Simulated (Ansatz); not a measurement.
# Litharge SnO

Level of theory: PBEsol+SOC in Ansatz (plane waves, PAW).

Numerical settings: plane-wave cutoff 520 eV, 10×10×8 k mesh (along the axes of the cell as run), Fermi–Dirac smearing 0.01 eV, PAW data made under PBE.

Cell (measured lattice):

```xyz
4
Lattice="3.8010 0.0000 0.0000 0.0000 3.8010 0.0000 0.0000 0.0000 4.8350" Properties=species:S:1:pos:R:3 pbc="T T T"
Sn     1.9005     0.0000     3.6896
Sn     0.0000     1.9005     1.1454
O      1.9005     1.9005     0.0000
O      0.0000     0.0000     0.0000
```

| Item | Value |
|---|---|
| band gap | 0.03 eV (under three smearing widths, so not firm) |
| smallest direct gap on the k points sampled | 1.93 eV |
| Γ–Γ gap | 2.04 eV |

Note: cell and atoms aren't relaxed at this level (largest force component 0.20 eV/Å, pressure 0.4 GPa).

Static lattice: no zero-point or thermal effects.

Cost on a shared machine: about 2.0 core-minutes (a rough figure).

Ansatz is an electronic-structure program.
